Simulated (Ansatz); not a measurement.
# Which is lower?

Two relaxed structures of AlSiH4 (charge +1), closed shell (PBE0-D4/def2-TZVP; forces vanish, vibrations not checked).

A:

Al1  (-0.206, -1.464, 0.643)
Si2  (0.105, 0.702, -0.249)
H3  (-1.212, -0.277, -0.236)
H4  (0.861, -0.717, -0.581)
H5  (-0.410, -2.890, 1.230)
H6  (0.242, 0.142, 1.287)
(Å)

B:

| atom | x (Å) | y (Å) | z (Å) |
| --- | --- | --- | --- |
| Al1 | -0.3246 | -1.3426 | -0.0610 |
| Si2 | 0.2735 | 1.1287 | 0.0504 |
| H3 | -1.8639 | -1.5340 | 0.1521 |
| H4 | 0.9619 | -2.1967 | -0.3194 |
| H5 | 0.3006 | 2.0689 | -1.0993 |
| H6 | 0.6525 | 1.8756 | 1.2772 |

Program: Ansatz 0.2.0. Basis: def2-TZVPP. Cores are frozen in the correlated methods. B3LYP uses VWN-RPA correlation.

Which structure is lower at CCSD(T), and by how much? (To be estimated.)

By the calculation: A, by 18.76 kcal/mol (electronic energy, against the other). By their contacts, A is AlSiH₄ ([H]1[AlH]23[H][Si]12[H]3), total charge +1 and B is AlSiH₄ ([AlH2][SiH2]), total charge +1.

All methods give the same order:

```
   method  E(B) − E(A) (kcal/mol)
   PBE-D4                   23.86
r2SCAN-D4                   23.20
  PBE0-D4                   21.70
 B3LYP-D4                   17.55
  wB97M-V                   21.64
       HF                    3.73
      MP2                   19.23
     CCSD                   16.65
  CCSD(T)                   18.76
```

The T1 diagnostic stays at or below 0.016.

Labels in which every atom is bracketed show which atoms are joined, not bond orders.

For scale, one of the runs: CCSD(T)/def2-TZVPP, 140 basis functions, launched by `ansatz run in.yaml --threads 2 --pin off --events-out ev --progress --plain --max-ram 4352MiB`. Hardware: 2 CPU threads of an Arm Neoverse V1, shared host. Wall time 4.7 s; peak host memory 0.66 GiB.
